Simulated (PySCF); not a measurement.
Ligands exchanged one at a time, Al F-I. Isolated molecules, 0 K electronic values unless said otherwise. Strings in code marks are SMILES.

Calculation: B3LYP-D3(BJ)/def2-TZVP (PySCF 2.14.0). B3LYP has the VWN-RPA correlation part, as in Gaussian. Delta-SCF ions had no search for a lower state. 

```
species                                     S1 oscillator strength  HOMO–LUMO gap (eV)  vertical ionisation energy (Delta-SCF) (eV)
------------------------------------------  ----------------------  ------------------  -------------------------------------------
0 of 3 F replaced by I (`[F][Al]([F])[F]`)                   0.000                9.49                                        14.32
1 of 3 F replaced by I (`[F][Al]([F])[I]`)                   0.014                6.19                                        10.78
2 of 3 F replaced by I (`[I][Al]([F])[I]`)                   0.014                5.71                                         9.80
3 of 3 F replaced by I                                       0.000                5.26                                         9.28
```
